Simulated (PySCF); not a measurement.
**How the functional moves excitation energies**

Species: dimethylphosphine, C2H7P.
Z-matrix (Å and degrees, PBE0-D3(BJ)/def2-SVP geometry), rows numbered from 1:
```
C 
P   1  1.8543
C   2  1.8544  1   99.94
H   1  1.1002  2  109.43  3  -169.54
H   1  1.1008  2  108.85  3    73.29
H   1  1.1008  2  113.36  3   -47.73
H   2  1.4302  1   96.95  3    98.35
H   3  1.1002  2  109.42  1   169.62
H   3  1.1008  2  113.35  1    47.82
H   3  1.1008  2  108.84  1   -73.21
```

Linear-response calculations in the def2-SVPD basis (PySCF; singlets by full response, triplets Tamm–Dancoff, core orbitals frozen in the response; HF means time-dependent Hartree–Fock). 'Strongest' is the level of largest summed f among the singlets computed (10 roots, of which the last may lack a degenerate partner); it can jump between rows when another state enters that window. S1 is the lowest singlet of each run and needn't be the same state throughout; f(S1) is that of one state. Isolated species at its PBE0-D3(BJ)/def2-SVP geometry, gas phase.

| functional | kind | S1 (eV) | f(S1) | strongest (eV) | T1 (eV) | HOMO (eV) | gap (eV) | ionisation energy, ΔSCF (eV) |
| --- | --- | --- | --- | --- | --- | --- | --- | --- |
| BHandHLYP | global hybrid, 50% exact exchange | 6.36 | 0.044 | 7.52 | 5.33 | -7.74 | 8.84 | 8.91 |
| CAM-B3LYP | range-separated hybrid | 6.23 | 0.040 | 7.36 | 5.29 | -8.02 | 9.27 | 9.03 |
| LC-wPBE | range-separated hybrid | 6.71 | 0.061 | 7.72 | 5.37 | -9.35 | 11.73 | 9.02 |

Problem. What does wB97X-D (range-separated hybrid) give?

Solution. S1 (eV) 6.44, f(S1) 0.049, strongest (eV) 7.47, T1 (eV) 5.52, HOMO (eV) -8.56, gap (eV) 10.77, ionisation energy, ΔSCF (eV) 9.02. S1 runs from 6.23 eV (CAM-B3LYP) to 6.71 eV (LC-wPBE), a spread of 0.48 eV, while the orbital gap spreads over 2.9 eV. −ε(HOMO) comes closest to its own ΔSCF ionisation energy with LC-wPBE (+0.33 eV) and misses most with BHandHLYP (-1.17 eV).
